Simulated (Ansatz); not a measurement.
# Prototype screening

Method: Ansatz 0.2.0, DFT r2SCAN, scalar-relativistic, plane waves, PAW. All cells share a 500 eV cutoff and Γ-centred k meshes spaced at most 0.3 Å⁻¹ (0.19 for metals, 2π included).

Each formula was placed on the sites of the named type and relaxed at zero pressure without lowering the symmetry. No run is spin-polarised. The smearing is 0.1 eV for metals and 0.01 to 0.02 eV otherwise. Formation energies are uncorrected and refer to the elements' standard structures at the same level.

For metals, differences of a few meV/atom aren't resolved. Weakly bound directions are ill-defined at this level, which has no dispersion term (B P6/mmm).

```csv
formula,started on type,final group,a or a / b (Å),c (Å),V (Å³/atom),E over elements (eV/atom),gap on mesh (eV)
B,omega,P6/mmm,4.42,1.59,8.9,1.18,0.00
B,grey arsenic (A7),Pm-3m,1.89,1.89,6.7,1.21,0.00
B,iodine,Fmmm,2.96 / 3.42,5.39,6.8,0.62,0.00
B,diamond,Fd-3m,4.05,4.05,8.3,1.00,0.00
B,black phosphorus,Cmce,2.94 / 5.32,3.27,6.4,0.31,0.00
B,simple hexagonal,P6/mmm,1.71,3.71,9.4,0.75,0.00
Si2Sn,fluorite,Fm-3m,6.52,6.52,23.1,?,0.00
```

(1) E over elements (eV/atom) of Si2Sn on the fluorite type?

## Answers

(1) 0.90